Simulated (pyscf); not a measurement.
`[O]=[B][OH]` + `[H]` [doublet] → `[OH2]` + `[B]=[O]` [doublet], a substitution at O (doublet surface; B–O broken, H–O formed). Single points on ωB97X-D3(BJ)/def2-SVP structures (PySCF, gas phase). Correlated levels are frozen-core, on RHF or UHF. ΔMP2 is the change of the MP2 total energy from the triple- to the quadruple-zeta basis. Energies in kJ/mol from the separated reactants.

Small-basis levels: PySCF, no dispersion term, spherical d functions. AM1 to PM7: differences of heats of formation from MOPAC, which are fitted to 298 K values and so differ in kind from electronic energies by zero-point and thermal terms. Open shells are spin-unrestricted. 

```
level                             barrier  reaction energy
--------------------------------  -------  ---------------
MP2/6-31G*                          197.1           +141.4
SVWN5/6-31G*                         71.9           +147.0
B3LYP/3-21G                          80.1           +163.1
B3LYP/6-31G*                        127.3           +120.5
M06-2X/6-31G*                       154.9           +122.8
B3LYP/6-311+G**                     107.6            +87.1
PBE/def2-SVP                         98.6           +130.1
PM6                                 -20.7            +42.3
PM7                                  10.4           +160.6
CCSD(T)/def2-TZVPP + ΔMP2(QZVPP)    138.3            +81.9
```

Against the last row the barrier runs from -159.0 (PM6) to +58.8 kJ/mol (MP2/6-31G*); B3LYP/6-31G* happens to lie closest here (10.9 kJ/mol apart). At SVWN5/6-31G*, B3LYP/3-21G, PBE/def2-SVP, PM6, PM7 this geometry lies under one side, so the entry may be no barrier of that level: it is a single point on another level's saddle. CCSD(T)/def2-TZVPP + ΔMP2(QZVPP) has limits of its own. On the product side the descent ends in a bound adduct, 41.4 kJ/mol under the separated species and 79.6 kJ/mol under the saddle at ωB97X-D3(BJ)/def2-TZVP. At ωB97X-D3(BJ)/def2-TZVP the barrier from the zero used here is 148.0 kJ/mol. The same reactants have a lower exit, to [HO–B–OH]• (barrier +59.9 kJ/mol at ωB97M-D3(BJ)/def2-TZVP, against +136.0 kJ/mol here). One saddle was located; it need not be the lowest between these sides. The angle at the attacked O is 128°. The CCSD(T) − MP2 part came from Ansatz, without density fitting, on the same reference.
